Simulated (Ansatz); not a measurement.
Geometry optimisation, Ansatz 0.2.0, RKS PBE-D4/def2-SVP.

Input:

```yaml
crystal:
  periodic: [false, false, false]
  atoms:
    - { symbol: Al, position_ang: [0.0, 0.0, 0.0] }
    - { symbol: H, position_ang: [0.0, 0.0, 1.56] }
    - { symbol: O, position_ang: [1.5415, 0.0, -0.89] }
    - { symbol: H, position_ang: [1.8414, -0.9519, -1.0449] }
    - { symbol: C, position_ang: [-1.706, 0.0, -0.985] }
    - { symbol: H, position_ang: [-2.2662, -0.9305, -0.7558] }
    - { symbol: H, position_ang: [-2.3102, 0.8797, -0.6796] }
    - { symbol: H, position_ang: [-1.5043, 0.0508, -2.0753] }
basis:
  gaussian: { orbitals: def2-SVP }
hamiltonian:
  xc: pbe
  dispersion: d4
relax:
  f_tol: 0.02
  max_steps: 40
output:
  orbitals: {}
```

Launched with:

```bash
$ ansatz run input.yaml --threads 1 --pin off --max-ram 2048MiB --backend cpu --events-out ev --progress --plain --runs-dir out
```

Task: Where does it end, and by what steps?

Result: The run converged. The force dipped under the threshold on the way, but the program's further checks kept it going. After 12 steps the energy has fallen by 0.335 eV; H4 moved furthest, 0.70 Å.

```
step  energy less start (eV)  largest force component (eV/Å)  accepted
   0                  0.0000                           1.665       yes
   1                 -0.0777                           0.922       yes
   2                 -0.1266                           0.586       yes
   3                 -0.1946                           0.626       yes
   4                 -0.2765                           0.430       yes
   5                 -0.3292                           0.181       yes
   6                 -0.3345                           0.024       yes
   7                 -0.3348                           0.010       yes
   8                 -0.3345                           0.188        no
   9                 -0.3349                           0.039       yes
  10                 -0.3350                           0.031       yes
  11                 -0.3351                           0.024       yes
  12                 -0.3352                           0.019       yes
```

```xyz
8
Properties=species:S:1:pos:R:3
Al -0.041 -0.166 -0.079
H 0.144 -0.147 1.515
O 1.353 -0.378 -1.074
H 2.241 -0.490 -0.700
C -1.755 0.028 -0.997
H -2.456 -0.786 -0.712
H -2.255 0.983 -0.724
H -1.636 0.006 -2.100
```

Run time: 19 s on 1 thread of Arm Neoverse V2, on a shared host, peak memory 0.13 GiB.
